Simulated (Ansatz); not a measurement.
Worked example: correlation energy of Al$_{2}$Ga⁺, quintet

Geometry: that of the Al2Ga, quartet, kept fixed.

```xyz
3

Al    0.0000   -1.0073    1.7779
Al    0.0000    1.4386    0.9534
Ga    0.0000   -0.1669   -1.0570
```

Basis cc-pVTZ; Ansatz 0.2.0. Only valence electrons are correlated (noble-gas cores and the filled d shells of p-block atoms frozen), which leaves 8 electrons in 87 orbitals. Prefix R: restricted or restricted open-shell reference. No spin–orbit coupling is included, and no scalar relativity.

Full CI isn't at hand for all of this; RCCSDT(Q) serves as the reference, and is uncertain by about the last step of the cluster series.

Runs differ by some tens of microhartree through their thresholds and, for an open shell, their frozen cores, so steps under 0.03 kcal/mol mean nothing.

```csv
level,total energy (hartree)
RHF,-2406.818332
RMP2,-2406.943705
RCCSD,-2406.969529
RCCSD(T),-2406.979538
RCCSDT,-2406.981570
RCCSDT(Q),-2406.982482
```

Question: What is the correlation energy at RCCSDT(Q), and what share of it do RMP2 and RCCSD recover?

Answer: E(corr) = -2406.982482 − (-2406.818332) = -0.164150 hartree = -4.467 eV. RMP2: -0.125373 / -0.164150 = 76.38 %. RCCSD: -0.151197 / -0.164150 = 92.11 %.

Question: By how many kcal/mol does RCCSD(T) miss RCCSDT(Q) (1 hartree = 627.509 kcal/mol), and which steps make up the rest?

Answer: -2406.979538 − (-2406.982482) = 0.002944 hartree = 1.85 kcal/mol. Steps: RCCSDT − RCCSD(T) = -1.28, RCCSDT(Q) − RCCSDT = -0.57 kcal/mol. Differences between like states or geometries often cancel part of this.
